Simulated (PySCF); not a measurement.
**NMR data sheet: C4H5NO**

- Formula: C4H5NO
- SMILES: N#CCCC=O
- Point group of the computed structure: Cs
- Degrees of unsaturation: 3
- Carbon signals: 4
- Proton signals: 3

Molfile (atoms numbered from 1):
```
C4H5NO
     RDKit          3D

 11 10  0  0  0  0  0  0  0  0999 V2000
    2.9406   -0.6666    0.6810 N   0  0  0  0  0  0  0  0  0  0  0  0
    1.9833   -0.1672    0.2648 C   0  0  0  0  0  0  0  0  0  0  0  0
    0.7604    0.4390   -0.2429 C   0  0  0  0  0  0  0  0  0  0  0  0
   -0.4881   -0.3266    0.1794 C   0  0  0  0  0  0  0  0  0  0  0  0
   -1.7483    0.3010   -0.3466 C   0  0  0  0  0  0  0  0  0  0  0  0
   -1.7725    1.2924   -1.0244 O   0  0  0  0  0  0  0  0  0  0  0  0
    0.7033    1.4811    0.1084 H   0  0  0  0  0  0  0  0  0  0  0  0
    0.8161    0.4983   -1.3410 H   0  0  0  0  0  0  0  0  0  0  0  0
   -0.4579   -1.3749   -0.1664 H   0  0  0  0  0  0  0  0  0  0  0  0
   -0.5714   -0.3929    1.2785 H   0  0  0  0  0  0  0  0  0  0  0  0
   -2.6926   -0.2282   -0.0596 H   0  0  0  0  0  0  0  0  0  0  0  0
  1  2  3  0
  2  3  1  0
  3  4  1  0
  4  5  1  0
  5  6  2  0
  3  7  1  0
  3  8  1  0
  4  9  1  0
  4 10  1  0
  5 11  1  0
M  END
```

- NMR shieldings at PBE0/pcSseg-1/GIAO
- structure optimised with PBE0-D3(BJ)/def2-SVP
- spin–spin couplings from B3LYP/pcJ-1 (spin–dipole term only in couplings to heteroatoms)
- run in PySCF 2.14.0 with density-fitted response routines
- isolated molecule, one conformer, one averaged value for each set of equivalent atoms, non-relativistic

References, each an isolated molecule treated in the same way: $^{1}$H and $^{13}$C vs TMS; $^{15}$N against NH3; $^{17}$O vs H2O.

| carbon | δC, type | δH (multiplicity, J in Hz) | HMBC from (abs. J ≥ 3 Hz) | span of the C tensor (ppm) |
| --- | --- | --- | --- | --- |
| C2 | 123.7, C | – | H7/H8 | 352 |
| C3 | 10.8, CH2 | 2.26 (t, 7.8) | H11, H9/H10 | 19 |
| C4 | 44.1, CH2 | 2.59 (t, 7.8) | H11, H7/H8 | 67 |
| C5 | 201.9, CH | 9.81 (s) | H9/H10 | 211 |

Other nuclei:
```
atoms   nucleus       environment  δ (ppm)  σ (ppm)
   N1  $^{15}$N  nitrile nitrogen    307.4    -41.8
   O6  $^{17}$O   aldehyde oxygen    695.9   -361.4
```

Selected couplings (Hz, signed; the shortest-range and largest first, 30 at most; isotopes $^{13}$C, $^{1}$H, $^{15}$N): $^{1}J$(C5,H11) 180.7, $^{1}J$(C3,H7) 142.2, $^{1}J$(C4,H9) 134.5, $^{1}J$(C2,C3) 68.3, $^{1}J$(C4,C5) 40.2, $^{1}J$(C3,C4) 39.9, $^{1}J$(N1,C2) -18.8, $^{2}J$(N1,C3) 3.3, $^{2}J$(C2,C4) -1.2, $^{2}J$(C3,C5) -1.2, $^{3}J$(H7,H9) 7.8, $^{3}J$(C2,C5) 7.0, $^{3}J$(N1,H7) -1.6.

1. Carbon types of the structure: 1 × C, 1 × CH, 2 × CH2, which accounts for all hydrogens.
2. δC 201.9: aldehyde carbonyl carbon; the double bond to the heteroatom, with no lone-pair donor beside it, deshields it most.
3. δC 123.7: nitrile carbon; this is the usual window of a C≡N carbon, which has no attached hydrogen.
4. δC 44.1: sp3 CH2 α to a carbonyl; α to the electron-withdrawing carbonyl group.
5. δH 9.81: hydrogen on an aldehyde carbonyl carbon; deshielded by the polar, anisotropic C=O bond.
6. δH 2.59: hydrogen on an sp3 CH2 α to a carbonyl; α to C=O.
7. The protons at 2.26 and 2.59 share a coupling of 7.8 Hz (vicinal).

Multiplet labels drop couplings under 1 Hz and merge nearly equal ones. Unscaled 3J(H,H) at this level run about 10 % above measured values. Shifts are as computed. Against solution values, carbons near 30 ppm lie about +2 ppm off and those near 130 ppm about +5 ppm. Of 1211 compounds with measured shifts, 218 miss one by over three times the rms of a fit or turn the order of signals round; such compounds aren't used in these exercises. Couplings across =CH–CH2 type bonds come from one rotamer and its mirror image, and can be 1–2 Hz further off. Unscaled 17O shifts of doubly bonded oxygen tend to come out too high, by tens of ppm or more. Experimental scales use liquid or dissolved standards, which lie at an offset from isolated NH3 (liquid NH3: subtract about 20 ppm) and H2O (liquid H2O: subtract about 36 ppm). Unscaled 15N shifts of sp2 nitrogen come out 20 to 40 ppm too high even then. Across freely rotating sp3–sp3 bonds, 3J(H,H) is taken as (2 J gauche + J anti)/3 from the one conformer, which assumes equal rotamer populations.
